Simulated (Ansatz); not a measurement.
```yaml
crystal:
  periodic: [false, false, false]
  atoms:
    - {symbol: Mn, position_ang: [0.000000, 0.000000, 0.000000]}
    - {symbol: N, position_ang: [0.000000, 0.000000, 2.100000]}
basis:
  gaussian: {orbitals: def2-TZVP}
hamiltonian: {xc: pbe0}
relax: {f_tol: 0.004, max_steps: 80}
```

```sh
$ ansatz run in.yaml --threads 1 --pin off --events-out ev --progress --plain --max-ram 2176MiB
```

Steps of the relaxation (energy above the last step; positions in Å, forces in eV/Å):

```
2
step 1, 3985.3 meV
Mn    0.000    0.000    0.000    0.000    0.000    6.310
N     0.000    0.000    2.100    0.000    0.000   -6.310
```

```
2
step 2, 1130.2 meV
Mn    0.000    0.000    0.190    0.000    0.000    7.011
N     0.000    0.000    1.910    0.000    0.000   -7.011
```

```
2
step 3, 779.6 meV
Mn    0.000    0.000    0.387    0.000    0.000  -12.675
N     0.000    0.000    1.713    0.000    0.000   12.675
```

```
2
step 5, 0.4 meV
Mn    0.000    0.000    0.315    0.000    0.000    0.212
N     0.000    0.000    1.785    0.000    0.000   -0.212
```

```
2
step 7, 0.0 meV
Mn    0.000    0.000    0.317    0.000    0.000   -0.001
N     0.000    0.000    1.783    0.000    0.000    0.001
```

Close pairs at the end: Mn1–N2 1.466 Å.

A stationary point of restricted PBE0 after 7 steps (its stability towards spin polarisation wasn't tested). 21 s on 1 thread of Arm Neoverse V1, shared host.
